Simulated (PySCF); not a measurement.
# Löwdin shares of the frontier orbitals

Species: difluorophosphine, F2HP.
Cartesian coordinates in Å at the GFN2-xTB level; atoms count from 1:
```
atom  x, y, z in Å
F1    -1.148   -0.707   -0.207
P2    -0.002    0.076    0.622
F3     1.227   -0.570   -0.206
H4    -0.067    1.206   -0.232
```

The calculation used TDDFT CAM-B3LYP/def2-SVPD, vertical, gas phase, core orbitals frozen in the response in PySCF.

Kohn–Sham orbitals with the atoms that hold most of them (Löwdin shares over 4%, at most four atoms; ? is withheld):

```json
{"orbital": "LUMO+2", "ε (eV)": "1.85", "atoms": "P2 60%, H4 24%, F1 8%, F3 8%"}
{"orbital": "LUMO+1", "ε (eV)": "0.55", "atoms": "P2 60%, H4 16%, F1 12%, F3 12%"}
{"orbital": "LUMO", "ε (eV)": "?", "atoms": "?"}
{"orbital": "HOMO", "ε (eV)": "-9.88", "atoms": "?"}
{"orbital": "HOMO-1", "ε (eV)": "-13.52", "atoms": "F1 32%, F3 32%, P2 24%, H4 13%"}
{"orbital": "HOMO-2", "ε (eV)": "-13.69", "atoms": "F1 49%, F3 49%"}
{"orbital": "HOMO-3", "ε (eV)": "-14.27", "atoms": "F1 48%, F3 48%, P2 4%"}
```

**Question.** Which atoms hold the HOMO, and with what shares?

**Answer.** P2 (bonded to 2 F and H) 54%; H4 (bonded to P) 16%; F3 (bonded to P) 15%; F1 (bonded to P) 15%. By element: phosphorus 54%, fluorine 29%, hydrogen 16%.

**Question.** Which atoms hold the LUMO, and with what shares?

**Answer.** P2 (bonded to 2 F and H) 55%; F1 (bonded to P) 16%; F3 (bonded to P) 16%; H4 (bonded to P) 13%. By element: phosphorus 55%, fluorine 33%, hydrogen 13%.

**Question.** What is the LUMO energy, and the HOMO–LUMO gap?

**Answer.** ε(LUMO) = 0.06 eV; the gap is 9.94 eV (0.3651 hartree).

**Question.** The HOMO–LUMO gap is 9.94 eV. Where does the response calculation put the lowest singlet, and from which orbitals?

**Answer.** S1 is at 5.89 eV (f = 0.031), 4.05 eV below the gap, made of HOMO→LUMO (98%). Without the coupling terms of the response equations the lowest excitation would equal the gap.

**Question.** One configuration dominates each of S1, S2, S4, S5 and S8. Which, and how do the shares of the two leading atoms of either orbital change from the occupied to the empty one?

**Answer.** 
- S1 (5.89 eV, f 0.031), HOMO→LUMO (98%): P2 54% → 55%, H4 16% → 13%, F1 15% → 16%
- S2 (6.84 eV, f 0.098), HOMO→LUMO+1 (96%): P2 54% → 60%, H4 16% → 16%
- S4 (9.66 eV, f 0.0054), HOMO-2→LUMO (95%): F1 49% → 16%, F3 49% → 16%, P2 at most 3% → 55%
- S5 (9.69 eV, f 0.058), HOMO-1→LUMO (78%): F1 32% → 16%, F3 32% → 16%, P2 24% → 55%
- S8 (10.21 eV, f 0.027), HOMO-1→LUMO+1 (83%): F1 32% → 12%, F3 32% → 12%, P2 24% → 60%, H4 13% → 16%
